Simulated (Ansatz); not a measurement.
Cubic BN: LDA at its full settings (plane-wave cutoff 520 eV, 16×16×16 k mesh, Fermi–Dirac smearing 0.01 eV, scalar-relativistic PAW data made under PBE) and at cheaper ones, in a cell of 2 atoms with Γ-centred meshes.

| level and setting | equilibrium lattice constant a (Å) | bulk modulus (GPa) |
|---|---|---|
| LDA (Ansatz) | 3.581 | 403 |
| LDA (2×2×2 k mesh) (Ansatz) | 3.650 | 369 |
| LDA (4×4×4 k mesh) (Ansatz) | 3.583 | 402 |

Largest shifts from the full settings: lattice constant a +1.93 % (LDA (2×2×2 k mesh)), against a difference of -0.33 % of the full result from the reference 3.593 Å (measured, corrected for zero-point motion; as tabulated in Goldzak et al. (2022), arXiv:2208.04865); bulk modulus -8.4 % (LDA (2×2×2 k mesh)), against a difference of -1.7 % of the full result from the reference 410 GPa (measured, 0 K value with the zero-point phonon effect removed, sources range from 388 to 410; as tabulated in Mejia-Rodriguez and Trickey (2018), arXiv:1807.09216).

Ansatz's density-functional and Hartree–Fock values are scalar-relativistic unless marked +SOC, with PAW data made under PBE.

Run with cheap settings on purpose, which may leave them unconverged: LDA (2×2×2 k mesh), LDA (4×4×4 k mesh).

Ansatz is a program for electronic structure.
